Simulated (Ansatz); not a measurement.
`OC(F)(Cl)Cl` + HCl → `FC(Cl)(Cl)Cl` + H₂O  (substitution at a C–O bond)

Isolated molecules relaxed with PBE0-D4/def2-TZVP in Ansatz; ΔE leaves out vibrations. CCSD(T)/CBS adds triple-zeta CCSD(T) − MP2 to the extrapolated MP2 energy (def2 sets, frozen cores). This one scheme is used for every species. DFT in def2-TZVPP. One conformer a species, not always the lowest.

`OC(F)(Cl)Cl`:

Cartesian coordinates in Å:
```
O -0.460 -1.022 -0.260
C 0.106 0.076 0.265
F 0.379 -0.193 1.534
Cl -0.986 1.492 0.209
Cl 1.633 0.510 -0.561
H -0.673 -0.863 -1.186
```

HCl:

Cartesian coordinates in Å:
```
Cl -0.594 0.220 0.085
H 0.594 -0.220 -0.085
```

`FC(Cl)(Cl)Cl`:

Cartesian coordinates in Å:
```
F 0.546 -0.886 0.938
C 0.027 -0.044 0.046
Cl -0.873 -0.975 -1.145
Cl 1.343 0.833 -0.727
Cl -1.043 1.072 0.888
```

H₂O:

Cartesian coordinates in Å:
```
O -0.143 -0.357 -0.060
H -0.088 0.364 -0.691
H 0.231 -0.007 0.751
```

**Question.** Is it downhill or uphill in electronic energy at CCSD(T)/CBS, and by how much? (Estimate.)

**Answer.** Ansatz gave: Uphill: ΔE = +34.5 kJ/mol.

**Question.** What do these levels give: PBE0-D4, PBE-QIDH, r2SCANh, RPA@PBE/def2-TZVPP, MP2/def2-TZVPP, CCSD(T)/def2-TZVPP? (An estimate is asked.)

**Answer.** The calculation gave: PBE0-D4 44.0, PBE-QIDH 44.4, r2SCANh 48.9, RPA@PBE/def2-TZVPP 42.1, MP2/def2-TZVPP 35.9, CCSD(T)/def2-TZVPP 43.7 kJ/mol.

**Question.** What do rigid-rotor, harmonic-oscillator terms from PBE0-D4/def2-TZVP frequencies (298.15 K, 1 bar) make of the CCSD(T)/CBS value? (Best estimate.)

**Answer.** Ansatz gave: ΔZPE = +1.6 kJ/mol, ΔH = +37.1 kJ/mol, ΔS = -3 J/(mol·K), ΔG = +37.9 kJ/mol.

Largest T1 diagnostic among the species: 0.011.

From BLYP to BHLYP (50 % exact exchange), in def2-TZVPP and without D4, ΔE moves by +9.6 kJ/mol. In def2-TZVPP, CCSD(T) changes the Hartree–Fock value by −18.4 kJ/mol (the triples alone add −2.7 kJ/mol) and MP2 by −26.2 kJ/mol.
